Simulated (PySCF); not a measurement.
Computed with PySCF and rigid-rotor harmonic-oscillator thermochemistry at 1 bar. Table values come from the NASA 1993 polynomials. 6-31G* has spherical d functions here. All species are closed-shell singlets. B3LYP is the form with VWN-RPA correlation. The harmonic model lacks anharmonicity and excited electronic states, which grow with temperature; levels with a mode under 35 cm⁻¹ are left out. The table's entry may be an old estimate for LiH (not checked at source).

Harmonic frequencies at B3LYP/6-31G* (cm⁻¹): 1401. Point group C∞v; S°(298 K) = 170.9 J/mol/K at this level.

Question: Work out Cp and S° of gaseous LiH at 500, 800, 1200, 1600, 2000 K from these, and set them beside the table.

Answer: 
```json
[
 {"T (K)": "500", "Cp B3LYP/6-31G*": "31.6", "Cp table": "32.0", "S° B3LYP/6-31G*": "186.7", "S° table": "186.8"},
 {"T (K)": "800", "Cp B3LYP/6-31G*": "34.1", "Cp table": "34.9", "S° B3LYP/6-31G*": "202.1", "S° table": "202.5"},
 {"T (K)": "1200", "Cp B3LYP/6-31G*": "35.7", "Cp table": "36.7", "S° B3LYP/6-31G*": "216.3", "S° table": "217.1"},
 {"T (K)": "1600", "Cp B3LYP/6-31G*": "36.4", "Cp table": "37.8", "S° B3LYP/6-31G*": "226.7", "S° table": "227.8"},
 {"T (K)": "2000", "Cp B3LYP/6-31G*": "36.7", "Cp table": "38.6", "S° B3LYP/6-31G*": "234.8", "S° table": "236.3"}
]
```
Units J/mol/K.
